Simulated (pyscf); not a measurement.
Single points on ωB97X-D3(BJ)/def2-SVP structures (PySCF, gas phase).

What is the homolytic dissociation enthalpy (298 K, ωB97M-D3(BJ)/def2-TZVP) of the Nb–Si bond of H₃Si–Nb(Cl)(Cl)(Cl)–Cl, to SiH₃• + [Cl–Nb(Cl)(Cl)–Cl]•?

Nb–Si to SiH₃• + [Cl–Nb(Cl)(Cl)–Cl]•: 1.32 eV. The 7 functionals that were run give +1.23 (M06-2X) to +1.67 eV (ωB97X-D3(BJ)). The radicals are drawn with the spin at the cut bond; how far it spreads was not checked. Open-shell species with a d-block atom are single-reference here; other states, and whether the spin sits on metal or ligand, were not checked. Elements past Kr carry the def2 core potentials, without spin-orbit coupling.
